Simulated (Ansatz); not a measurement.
```yaml
crystal:
  periodic: [false, false, false]
  atoms:
    - {symbol: B, position_ang: [-2.036227, 0.031515, -0.001050]}
    - {symbol: P, position_ang: [-0.417372, 0.583598, 0.005267]}
    - {symbol: S, position_ang: [1.189349, -0.581033, -0.004731]}
    - {symbol: H, position_ang: [-3.170064, 0.212199, -0.000085]}
basis:
  gaussian: {orbitals: def2-TZVP}
magnetization: {spin_polarized: true, initial_magnetization: 1}
hamiltonian: {xc: pbe0}
relax: {f_tol: 0.004, max_steps: 80}
```

```sh
$ ansatz run in.yaml --threads 1 --pin off --events-out ev --progress --plain --max-ram 2176MiB
```

Steps of the relaxation (energy above the last step; positions in Å, forces in eV/Å):

```
4
step 1, 2229.7 meV
B    -2.036    0.032   -0.001   -0.292   -0.293   -0.003
P    -0.417    0.584    0.005    1.625    0.006    0.001
S     1.189   -0.581   -0.005   -0.409    0.298    0.003
H    -3.170    0.212    0.000   -0.924   -0.010   -0.001
```

```
4
step 2, 2185.5 meV
B    -2.037    0.042   -0.001   -0.391   -0.144   -0.002
P    -0.391    0.580    0.005    0.697    0.153    0.002
S     1.191   -0.580   -0.005   -0.063    0.026    0.000
H    -3.197    0.204    0.000   -0.243   -0.034    0.000
```

```
4
step 3, 2174.4 meV
B    -2.043    0.052   -0.001   -0.004   -0.036    0.000
P    -0.371    0.589    0.005    0.056    0.080    0.001
S     1.195   -0.587   -0.005   -0.050   -0.028    0.000
H    -3.215    0.192    0.000   -0.002   -0.016    0.000
```

```
4
step 14, 0.0 meV
B    -1.544    0.030   -0.001    0.001    0.000    0.000
P    -0.235    1.309    0.012    0.000    0.000    0.000
S     0.027   -0.807   -0.008    0.000    0.000    0.000
H    -2.682   -0.286   -0.004    0.000    0.000    0.000
```

Close pairs at the end: B1–H4 1.182 Å, B1–S3 1.779 Å, B1–P2 1.830 Å, P2–S3 2.132 Å.

A stationary point of unrestricted PBE0 after 14 steps, with ⟨S²⟩ = 0.763 against 0.75 for a pure state; no frequencies were run, so it isn't proven a minimum. 82 s on 1 thread of Arm Neoverse V1, shared host.
